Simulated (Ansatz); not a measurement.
# H5NOSi: the cost of one run

Method: RKS PBE/6-31G*, in Ansatz 0.2.0.

## (1) The structure to begin with

Bond lengths: Si1–O2 1.880 Å, O2–H3 1.010 Å, Si1–H4 1.660 Å, Si1–H5 1.459 Å, Si1–N6 1.819 Å, N6–H7 1.060 Å, N6–H8 1.060 Å. Angles: Si1–O2–H3 77.3°, O2–Si1–H4 45.4°, O2–Si1–H5 122.6°, O2–Si1–N6 122.6°, H4–Si1–H5 121.8°, H4–Si1–N6 121.8°, H5–Si1–N6 109.5°, Si1–N6–H7 120.0°, Si1–N6–H8 120.0°, H7–N6–H8 120.0°.

Coordinates:

```xyz
8

Si    0.0000    0.0000    0.0000
O     1.0382    0.0000    1.5673
H     0.1287   -0.2814    1.9044
H     1.6290    0.0000    0.3193
H    -0.6877    1.1914   -0.4862
N    -0.8572   -1.4851   -0.6061
H    -1.3922   -2.1014    0.0704
H    -0.8219   -1.7344   -1.6357
```

## (2) Pulling towards end A

Springs on the bonds that form and break draw the guess towards this end; the thresholds are loose.

File input.yaml:

```yaml
crystal:
  periodic: [false, false, false]
  atoms:
    - { symbol: Si, position_ang: [0.0, 0.0, 0.0] }
    - { symbol: O, position_ang: [1.0382, 0.0, 1.5673] }
    - { symbol: H, position_ang: [0.1287, -0.2814, 1.9044] }
    - { symbol: H, position_ang: [1.629, 0.0, 0.3193] }
    - { symbol: H, position_ang: [-0.6877, 1.1914, -0.4862] }
    - { symbol: "N", position_ang: [-0.8572, -1.4851, -0.6061] }
    - { symbol: H, position_ang: [-1.3922, -2.1014, 0.0704] }
    - { symbol: H, position_ang: [-0.8219, -1.7344, -1.6357] }
basis:
  gaussian: { orbitals: "6-31G*" }
hamiltonian:
  xc: pbe
relax:
  f_tol: 0.15
  max_steps: 25
  restrain:
    - { distance: [1, 3], at: 2.21, k: 30.0 }
    - { distance: [0, 1], at: 1.68, k: 30.0 }
    - { distance: [0, 3], at: 1.46, k: 30.0 }
```

Started as:

```sh
> ansatz run input.yaml --threads 1 --pin off --max-ram 2048MiB --backend cpu --events-out ev --progress --plain --runs-dir out
```

Q: Estimate wall time and peak memory on 1 thread of Intel Xeon Platinum 8488C (Sapphire Rapids), shared host.

About 22 s, with a peak of 0.15 GiB.
